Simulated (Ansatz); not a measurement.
# CH5O (doublet): from Hartree-Fock to the top rungs at distance C1–H5 along a hydrogen transfer = 1.090 Å, cc-pVDZ

One table from this session's results is given with a row withheld; the runs are named, their logs left out.

Method: cc-pVDZ, core rule «outside noble gas», up to 2 orbitals frozen; program: Ansatz 0.2.0, Gaussian basis.

The runs, in order: UHF; CCSD(T) on ROHF; CCSD(T) on UHF; BCCD(T) on ROHF; CISD; CCSDT(Q) on ROHF; CCSDT(Q) on UHF; CASSCF and MRCISD+Q, 3 electrons in 3 orbitals; CASSCF and NEVPT2, 3 electrons in 3 orbitals.

### The system

The geometry derives from fragments relaxed apart (PBE0/def2-TZVP) and kept rigid, so it is no stationary point. A hydrogen atom is moved between rigid fragments.

7 atoms, charge 0, spin multiplicity 2.

Atoms are counted from 1 here; the program's logs count them from 0.

Bond lengths: C1–H2 1.090 Å, C1–H3 1.090 Å, C1–H4 1.090 Å, C1–H5 1.090 Å, H5–O6 1.250 Å, O6–H7 0.973 Å. Angles: H2–C1–H3 109.5°, H2–C1–H4 109.5°, H2–C1–H5 109.5°, H3–C1–H4 109.5°, H3–C1–H5 109.5°, H4–C1–H5 109.5°, C1–H5–O6 180.0°, H5–O6–H7 105.0°.

Coordinates:

```
C    -1.21184    0.02867    0.00000
H    -1.57505    1.05597    0.00000
H    -1.57505   -0.48498    0.88967
H    -1.57504   -0.48498   -0.88967
H    -0.12222    0.02867    0.00000
O     1.12816    0.02867    0.00000
H     1.38002   -0.91128    0.00000
```

The first run:

in.yaml

```yaml
crystal:
  periodic: [false, false, false]
  atoms:
    - {symbol: C, position_ang: [-1.211839, 0.028666, 0.000000]}
    - {symbol: H, position_ang: [-1.575045, 1.055967, 0.000000]}
    - {symbol: H, position_ang: [-1.575045, -0.484985, 0.889668]}
    - {symbol: H, position_ang: [-1.575044, -0.484984, -0.889669]}
    - {symbol: H, position_ang: [-0.122222, 0.028666, 0.000000]}
    - {symbol: O, position_ang: [1.128161, 0.028666, 0.000000]}
    - {symbol: H, position_ang: [1.380020, -0.911284, 0.000000]}
basis:
  gaussian: {orbitals: cc-pVDZ}
magnetization: {spin_polarized: true, initial_magnetization: 1}
hamiltonian: {xc: hf}
output: {orbitals: {seedname: orbitals}}
```

The run is started by

```sh
ansatz run in.yaml --threads 1 --pin off --events-out ev --progress --plain --max-ram 4096MiB --backend cpu
```

Among the steps run: UHF; CCSD(T) on ROHF; CCSD(T) on UHF; BCCD(T) on ROHF; CISD; CCSDT(Q) on ROHF; CCSDT(Q) on UHF; CASSCF and MRCISD+Q, 3 electrons in 3 orbitals; CASSCF and NEVPT2, 3 electrons in 3 orbitals.

One table of the session follows, with a row left open; its other results are not shown here.

```
       method  from UCCSDT(Q) (kcal/mol)
         ROHF                    +242.65
          UHF                    +237.36
         RMP2                     +28.02
         UMP2                     +28.38
         CISD                     +26.73
        RCCSD                      +5.76
        UCCSD                      +5.61
     RCCSD(T)                      +0.81
     UCCSD(T)                      +0.82
      BCCD(T)                          ?
       RCCSDT                      +0.40
       UCCSDT                      +0.38
    RCCSDT(Q)                      +0.01
    UCCSDT(Q)                          0
  CASSCF pair                    +230.20
  NEVPT2 pair                     +27.20
  MRCISD pair                     +24.15
MRCISD+Q pair                      +3.83
```

Q: Estimate the row for BCCD(T) from the others.

As computed: from UCCSDT(Q) (kcal/mol): +0.83. In the column «from UCCSDT(Q) (kcal/mol)» it lies between UCCSD(T) (+0.82) and MRCISD+Q pair (+3.83).

To keep in mind: Restricted and unrestricted rows rest on different reference determinants; where their highest levels disagree by more than a few hundredths of an eV, they describe different states and don't form one ladder.
